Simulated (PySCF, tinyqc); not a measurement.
Worked calculation: RHF in the sto-3g basis, for CH+, spin multiplicity 1. The lowest restricted solution is unstable here: a spin-polarised one lies 0.0112 hartree lower (PySCF). Computed by tinyqc, a small Python program that keeps every step (integrals from PySCF). Settings: charge = 1, multiplicity = 1, basis = sto-3g, energy threshold = 1e-09, iteration cap = 61, orthogonalisation = canonical, start = atomic densities, DIIS depth = 8, method = RHF. Command: `OMP_NUM_THREADS=1 python tinyqc.py 25230 25231 out.jsonl` (the two numbers bound the seeds that draw the settings). One thread of a shared host (Intel(R) Xeon(R) Processor @ 2.60GHz), about 0.07 s of CPU time with the checks. Later iterations appear only in the table of the cycle.

## One-electron integrals

Geometry (angstrom):

| atom | x | y | z |
|---|---|---|---|
| C | 0.0000 | 0.0000 | 0.0000 |
| H | 0.0000 | 0.0000 | 1.1410 |

Basis sto-3g: exponents (1/bohr^2) and contraction coefficients of normalised primitives:

| element | l (shell) | exponent | coefficient |
|---|---|---|---|
| C | s (1) | 71.6168 | 0.1543 |
| C | s (1) | 13.0451 | 0.5353 |
| C | s (1) | 3.5305 | 0.4446 |
| C | s (2) | 2.9412 | -0.1000 |
| C | s (2) | 0.6835 | 0.3995 |
| C | s (2) | 0.2223 | 0.7001 |
| C | p (3) | 2.9412 | 0.1559 |
| C | p (3) | 0.6835 | 0.6077 |
| C | p (3) | 0.2223 | 0.3920 |
| H | s (1) | 3.4253 | 0.1543 |
| H | s (1) | 0.6239 | 0.5353 |
| H | s (1) | 0.1689 | 0.4446 |

Overlap, kinetic and nuclear-attraction integrals over the contracted functions; the nuclear repulsion is the sum of Za Zb / Rab.

nuclear repulsion = 2.782702 hartree

overlap S, lower triangle:
```
         1C 1s   1C 2s  1C 2px  1C 2py  1C 2pz   2H 1s
1C 1s   1.0000
1C 2s   0.2484  1.0000
1C 2px  0.0000  0.0000  1.0000
1C 2py  0.0000  0.0000  0.0000  1.0000
1C 2pz  0.0000  0.0000  0.0000  0.0000  1.0000
2H 1s   0.0553  0.4618  0.0000  0.0000  0.4492  1.0000
```

kinetic energy T (hartree), lower triangle:
```
          1C 1s   1C 2s  1C 2px  1C 2py  1C 2pz   2H 1s
1C 1s   15.8911
1C 2s   -0.0859  0.4722
1C 2px   0.0000  0.0000  1.4777
1C 2py   0.0000  0.0000  0.0000  1.4777
1C 2pz   0.0000  0.0000  0.0000  0.0000  1.4777
2H 1s   -0.0118  0.0910  0.0000  0.0000  0.2308  0.7600
```

nuclear attraction V (hartree), lower triangle:
```
           1C 1s    1C 2s   1C 2px   1C 2py   1C 2pz    2H 1s
1C 1s   -34.1165
1C 2s    -4.3074  -5.6432
1C 2px    0.0000   0.0000  -5.5627
1C 2py    0.0000   0.0000   0.0000  -5.5627
1C 2pz   -0.0155  -0.1617   0.0000   0.0000  -5.6791
2H 1s    -0.9769  -2.2152   0.0000   0.0000  -2.0273  -3.9603
```

core Hamiltonian H = T + V (hartree), lower triangle:
```
           1C 1s    1C 2s   1C 2px   1C 2py   1C 2pz    2H 1s
1C 1s   -18.2254
1C 2s    -4.3933  -5.1709
1C 2px    0.0000   0.0000  -4.0850
1C 2py    0.0000   0.0000   0.0000  -4.0850
1C 2pz   -0.0155  -0.1617   0.0000   0.0000  -4.2014
2H 1s    -0.9887  -2.1242   0.0000   0.0000  -1.7966  -3.2002
```

## Two-electron integrals

Functions are numbered as in S; the eight-fold symmetry (ij|kl) = (ji|kl) = (kl|ij) leaves the list below.

Two-electron integrals (ij|kl) in chemists' order, unique and non-zero (hartree):
```
(11|11) 3.5419   (21|11) 0.5769   (21|21) 0.1119   (22|11) 0.8547
(22|21) 0.2053   (22|22) 0.6247   (31|31) 0.0203   (32|31) 0.0309
(32|32) 0.1380   (33|11) 0.8524   (33|21) 0.2053   (33|22) 0.6246
(33|33) 0.6728   (41|41) 0.0203   (42|41) 0.0309   (42|42) 0.1380
(43|43) 0.0363   (44|11) 0.8524   (44|21) 0.2053   (44|22) 0.6246
(44|33) 0.6003   (44|44) 0.6728   (51|51) 0.0203   (52|51) 0.0309
(52|52) 0.1380   (53|53) 0.0363   (54|54) 0.0363   (55|11) 0.8524
(55|21) 0.2053   (55|22) 0.6246   (55|33) 0.6003   (55|44) 0.6003
(55|55) 0.6728   (61|11) 0.1293   (61|21) 0.0249   (61|22) 0.0456
(61|33) 0.0455   (61|44) 0.0455   (61|51) 0.0015   (61|52) 0.0028
(61|55) 0.0460   (61|61) 0.0057   (62|11) 0.3070   (62|21) 0.0747
(62|22) 0.2498   (62|33) 0.2438   (62|44) 0.2438   (62|51) 0.0071
(62|52) 0.0488   (62|55) 0.2615   (62|61) 0.0174   (62|62) 0.1304
(63|31) 0.0076   (63|32) 0.0401   (63|53) 0.0096   (63|63) 0.0161
(64|41) 0.0076   (64|42) 0.0401   (64|54) 0.0096   (64|64) 0.0161
(65|11) 0.2603   (65|21) 0.0642   (65|22) 0.2275   (65|33) 0.2160
(65|44) 0.2160   (65|51) 0.0130   (65|52) 0.0815   (65|55) 0.2502
(65|61) 0.0156   (65|62) 0.1411   (65|65) 0.1661   (66|11) 0.4550
(66|21) 0.1126   (66|22) 0.4277   (66|33) 0.4049   (66|44) 0.4049
(66|51) 0.0136   (66|52) 0.1249   (66|55) 0.4727   (66|61) 0.0266
(66|62) 0.2809   (66|65) 0.3360   (66|66) 0.7746
```

## Orthogonalisation

S = U s U^T; canonical form X = U s^(-1/2), so that X^T S X = 1. Each column of U has its largest component positive (the first on a tie).

eigenvalues of S: 0.3430  0.8183  1.0000  1.0000  1.1518  1.6870

X:
```
              1        2        3       4        5       6
1C 1s    0.2481   0.7850   0.0000  0.0000   0.5982  0.1924
1C 2s   -0.9170  -0.5265   0.0000  0.0000   0.4074  0.4172
1C 2px   0.0000   0.0000  -0.3574  0.9340   0.0000  0.0000
1C 2py   0.0000   0.0000   0.9340  0.3574   0.0000  0.0000
1C 2pz  -0.8008   0.5315   0.0000  0.0000  -0.5559  0.3381
2H 1s    1.1713  -0.2150   0.0000  0.0000  -0.1878  0.5171
```

Within a degenerate level the vectors are fixed only up to a rotation; this is one choice.

## Starting guess

The start is atomic minimal-basis densities projected into this basis (PySCF's MINAO start) and scaled to the electron count of each spin; this density is not idempotent, so its energy is not variational and may lie below the converged one.

D at the start, lower triangle:
```
          1C 1s    1C 2s  1C 2px  1C 2py  1C 2pz   2H 1s
1C 1s    1.8381
1C 2s   -0.4447   1.8015
1C 2px   0.0000   0.0000  0.5645
1C 2py   0.0000   0.0000  0.0000  0.5645
1C 2pz   0.0107  -0.0388  0.0000  0.0000  0.5238
2H 1s   -0.0212   0.0809  0.0000  0.0000  0.0445  0.8161
```

## Iteration 1: building the Fock matrix

J_ij = sum D_kl (ij|kl), K_ij = sum D_kl (ik|jl); F = H + J - 0.5 K; E = tr D H + tr D J / 2 - 0.25 tr D K + E_nn.

Coulomb J (hartree), lower triangle:
```
         1C 1s   1C 2s  1C 2px  1C 2py  1C 2pz   2H 1s
1C 1s   9.3846
1C 2s   1.7788  3.9539
1C 2px  0.0000  0.0000  3.9297
1C 2py  0.0000  0.0000  0.0000  3.9297
1C 2pz  0.0114  0.1070  0.0000  0.0000  3.9880
2H 1s   0.3985  1.6186  0.0000  0.0000  1.5114  2.9085
```

exchange K (hartree), lower triangle:
```
         1C 1s   1C 2s  1C 2px  1C 2py  1C 2pz   2H 1s
1C 1s   6.2356
1C 2s   1.0687  1.5245
1C 2px  0.0000  0.0000  0.6979
1C 2py  0.0000  0.0000  0.0000  0.6979
1C 2pz  0.0155  0.1242  0.0000  0.0000  0.8223
2H 1s   0.2638  0.8038  0.0000  0.0000  0.5391  1.0309
```

Fock matrix F (hartree), lower triangle:
```
           1C 1s    1C 2s   1C 2px   1C 2py   1C 2pz    2H 1s
1C 1s   -11.9586
1C 2s    -3.1489  -1.9793
1C 2px    0.0000   0.0000  -0.5042
1C 2py    0.0000   0.0000   0.0000  -0.5042
1C 2pz   -0.0118  -0.1168   0.0000   0.0000  -0.6245
2H 1s    -0.7221  -0.9075   0.0000   0.0000  -0.5547  -0.8072
```

total energy of this density = -33.836739 hartree

This density is the starting one; it is not idempotent, so its energy is not variational and may lie below the converged one.

## Iteration 1: diagonalisation and new density

Diagonalise F' = X^T F X, C = X C', fill 3 alpha and 3 beta electrons from the bottom; D = 2 C_occ C_occ^T. Each column has its largest component positive (the first on a tie).

F' = X^T F X (hartree), lower triangle:
```
         1        2        3        4        5        6
1  -0.0722
2  -0.8094  -5.3076
3   0.0000   0.0000  -0.5042
4   0.0000   0.0000   0.0000  -0.5042
5  -0.5247  -4.9345   0.0000   0.0000  -6.1189
6  -0.0860  -2.1628   0.0000   0.0000  -2.6630  -2.3439
```

orbital energies (hartree): MO1 -11.9619, MO2 -1.2852, MO3 -0.6894, MO4 -0.5042, MO5 -0.5042, MO6 0.0939

coefficients C:
```
            MO1      MO2      MO3     MO4      MO5      MO6
1C 1s    0.9952  -0.2457   0.1067  0.0000   0.0000   0.1022
1C 2s    0.0196   0.8729  -0.5039  0.0000   0.0000  -0.6648
1C 2px   0.0000   0.0000   0.0000  0.9249  -0.3803   0.0000
1C 2py   0.0000   0.0000   0.0000  0.3803   0.9249   0.0000
1C 2pz   0.0029   0.1420   0.7102  0.0000   0.0000  -0.9070
2H 1s   -0.0040   0.2319   0.4231  0.0000   0.0000   1.2198
```

D after iteration 1, lower triangle:
```
          1C 1s    1C 2s  1C 2px  1C 2py  1C 2pz   2H 1s
1C 1s    2.1244
1C 2s   -0.4975   2.0325
1C 2px   0.0000   0.0000  0.0000
1C 2py   0.0000   0.0000  0.0000  0.0000
1C 2pz   0.0876  -0.4676  0.0000  0.0000  1.0492
2H 1s   -0.0315  -0.0216  0.0000  0.0000  0.6668  0.4655
```

Within a degenerate level the vectors are fixed only up to a rotation; this is one choice.

## Iteration 2: building the Fock matrix

As before.

Coulomb J (hartree), lower triangle:
```
          1C 1s   1C 2s  1C 2px  1C 2py  1C 2pz   2H 1s
1C 1s   10.1194
1C 2s    1.8801  4.0252
1C 2px   0.0000  0.0000  3.9690
1C 2py   0.0000  0.0000  0.0000  3.9690
1C 2pz  -0.0021  0.0409  0.0000  0.0000  4.1214
2H 1s    0.4205  1.6276  0.0000  0.0000  1.5110  2.9002
```

exchange K (hartree), lower triangle:
```
         1C 1s    1C 2s  1C 2px  1C 2py  1C 2pz   2H 1s
1C 1s   7.1945
1C 2s   1.1960   1.5582
1C 2px  0.0000   0.0000  0.3490
1C 2py  0.0000   0.0000  0.0000  0.3490
1C 2pz  0.0028  -0.0498  0.0000  0.0000  1.4055
2H 1s   0.2791   0.7548  0.0000  0.0000  0.7805  1.0996
```

Fock matrix F (hartree), lower triangle:
```
           1C 1s    1C 2s   1C 2px   1C 2py   1C 2pz    2H 1s
1C 1s   -11.7033
1C 2s    -3.1112  -1.9249
1C 2px    0.0000   0.0000  -0.2905
1C 2py    0.0000   0.0000   0.0000  -0.2905
1C 2pz   -0.0190  -0.0959   0.0000   0.0000  -0.7826
2H 1s    -0.7078  -0.8740   0.0000   0.0000  -0.6758  -0.8499
```

total energy of this density = -37.454463 hartree

## Iteration 2: DIIS over 2 matrices

error matrix X^T (FDS - SDF) X:
```
         1       2       3       4        5        6
1   0.0000  0.0519  0.0000  0.0000   0.0161   0.0085
2  -0.0519  0.0000  0.0000  0.0000  -0.0084  -0.0084
3   0.0000  0.0000  0.0000  0.0000   0.0000   0.0000
4   0.0000  0.0000  0.0000  0.0000   0.0000   0.0000
5  -0.0161  0.0084  0.0000  0.0000   0.0000  -0.0012
6  -0.0085  0.0084  0.0000  0.0000   0.0012   0.0000
```

B (overlaps of the stored error matrices):
```
               1              2
1  9.4851747e-01  2.9354687e-02
2  2.9354687e-02  6.3306536e-03
```

Minimise |sum c_i e_i|^2 with sum c_i = 1: solve [B -1; -1 0][c; lambda] = [0; -1] with B_ij = tr e_i^T e_j, and take F = sum c_i F_i.

DIIS coefficients: -0.0257  1.0257

extrapolated F (hartree), lower triangle:
```
           1C 1s    1C 2s   1C 2px   1C 2py   1C 2pz    2H 1s
1C 1s   -11.6967
1C 2s    -3.1102  -1.9235
1C 2px    0.0000   0.0000  -0.2850
1C 2py    0.0000   0.0000   0.0000  -0.2850
1C 2pz   -0.0191  -0.0954   0.0000   0.0000  -0.7867
2H 1s    -0.7074  -0.8731   0.0000   0.0000  -0.6789  -0.8509
```

## Iteration 2: diagonalisation and new density

As before.

F' = X^T F X (hartree), lower triangle:
```
         1        2        3        4        5        6
1   0.0115
2  -0.7824  -5.1975
3   0.0000   0.0000  -0.2850
4   0.0000   0.0000   0.0000  -0.2850
5  -0.4840  -4.7715   0.0000   0.0000  -6.0881
6  -0.0857  -2.1850   0.0000   0.0000  -2.5265  -2.3691
```

orbital energies (hartree): MO1 -11.7013, MO2 -1.2461, MO3 -0.8635, MO4 -0.2850, MO5 -0.2850, MO6 0.1678

coefficients C:
```
            MO1      MO2      MO3     MO4      MO5      MO6
1C 1s    0.9942  -0.2309   0.1389  0.0000   0.0000   0.1073
1C 2s    0.0237   0.7930  -0.6094  0.0000   0.0000  -0.6763
1C 2px   0.0000   0.0000   0.0000  0.9347  -0.3554   0.0000
1C 2py   0.0000   0.0000   0.0000  0.3554   0.9347   0.0000
1C 2pz   0.0046   0.2313   0.6948  0.0000   0.0000  -0.9006
2H 1s   -0.0063   0.2940   0.3741  0.0000   0.0000   1.2224
```

D after iteration 2, lower triangle:
```
          1C 1s    1C 2s  1C 2px  1C 2py  1C 2pz   2H 1s
1C 1s    2.1223
1C 2s   -0.4883   2.0016
1C 2px   0.0000   0.0000  0.0000
1C 2py   0.0000   0.0000  0.0000  0.0000
1C 2pz   0.0953  -0.4798  0.0000  0.0000  1.0724
2H 1s   -0.0444   0.0099  0.0000  0.0000  0.6558  0.4528
```

Within a degenerate level the vectors are fixed only up to a rotation; this is one choice.

## Iteration 6 (converged): orbitals

converged F (hartree), lower triangle:
```
           1C 1s    1C 2s   1C 2px   1C 2py   1C 2pz    2H 1s
1C 1s   -11.7012
1C 2s    -3.1113  -1.9222
1C 2px    0.0000   0.0000  -0.2888
1C 2py    0.0000   0.0000   0.0000  -0.2888
1C 2pz   -0.0206  -0.0966   0.0000   0.0000  -0.7859
2H 1s    -0.7074  -0.8765   0.0000   0.0000  -0.6765  -0.8533
```

As before.

F' = X^T F X (hartree), lower triangle:
```
         1        2        3        4        5        6
1   0.0114
2  -0.7772  -5.2007
3   0.0000   0.0000  -0.2888
4   0.0000   0.0000   0.0000  -0.2888
5  -0.4865  -4.7746   0.0000   0.0000  -6.0873
6  -0.0871  -2.1847   0.0000   0.0000  -2.5284  -2.3709
```

orbital energies (hartree): MO1 -11.7058, MO2 -1.2469, MO3 -0.8593, MO4 -0.2888, MO5 -0.2888, MO6 0.1645

coefficients C:
```
            MO1      MO2      MO3      MO4     MO5      MO6
1C 1s    0.9942  -0.2303   0.1389   0.0000  0.0000   0.1085
1C 2s    0.0238   0.7899  -0.6088   0.0000  0.0000  -0.6805
1C 2px   0.0000   0.0000   0.0000  -0.3392  0.9407   0.0000
1C 2py   0.0000   0.0000   0.0000   0.9407  0.3392   0.0000
1C 2pz   0.0048   0.2305   0.6975   0.0000  0.0000  -0.8987
2H 1s   -0.0064   0.2980   0.3691   0.0000  0.0000   1.2230
```

D after iteration 6, lower triangle:
```
          1C 1s    1C 2s  1C 2px  1C 2py  1C 2pz   2H 1s
1C 1s    2.1217
1C 2s   -0.4858   1.9901
1C 2px   0.0000   0.0000  0.0000
1C 2py   0.0000   0.0000  0.0000  0.0000
1C 2pz   0.0971  -0.4848  0.0000  0.0000  1.0792
2H 1s   -0.0475   0.0210  0.0000  0.0000  0.6522  0.4501
```

Within a degenerate level the vectors are fixed only up to a rotation; this is one choice.

## Convergence

Stop when the energy changes by less than 1e-09 hartree and every element of the error matrix X^T (F D S - S D F) X is below 9e-06.

Course of the cycle:

| iteration | E (hartree) | change | largest element of the error matrix |
|---|---|---|---|
| 1 | -33.836739 | - | 4.61e-01 |
| 2 | -37.454463 | -3.62e+00 | 5.19e-02 |
| 3 | -37.455011 | -5.48e-04 | 7.23e-03 |
| 4 | -37.455043 | -3.15e-05 | 1.25e-03 |
| 5 | -37.455044 | -1.25e-06 | 9.74e-06 |
| 6 | -37.455044 | -5.96e-11 | 9.95e-08 |

PySCF RHF in the same basis = -37.455044 hartree

Converged in 6 iterations.

## Populations, bond orders and dipole

Mulliken: Z minus the diagonal of D S on the atom; Loewdin: the same with S^(1/2) D S^(1/2); Mayer order: 2 sum_s sum (D(s) S)_ij (D(s) S)_ji over the two atoms.

Charges (e):

| atom | Mulliken | Loewdin |
|---|---|---|
| 1C | 0.7502 | 0.8217 |
| 2H | 0.2498 | 0.1783 |

Mayer bond orders:

| pair | order |
|---|---|
| 2-1 | 0.9376 |

dipole moment about the origin, x y z (debye): 0.0000  0.0000  2.2552
